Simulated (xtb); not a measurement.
Species: H$_{2}$N, SMILES `[NH2]` (charge 0, multiplicity 2).

Q: Give a relaxed geometry from xtb 6.7.1 with GFN2-xTB.

A: the end point of this relaxation (outside a Z-matrix the atoms follow the SMILES, hydrogens last).
Z-matrix (Å, degrees):
```
N
H 1 1.0142
H 1 1.0142 2 109.85
```
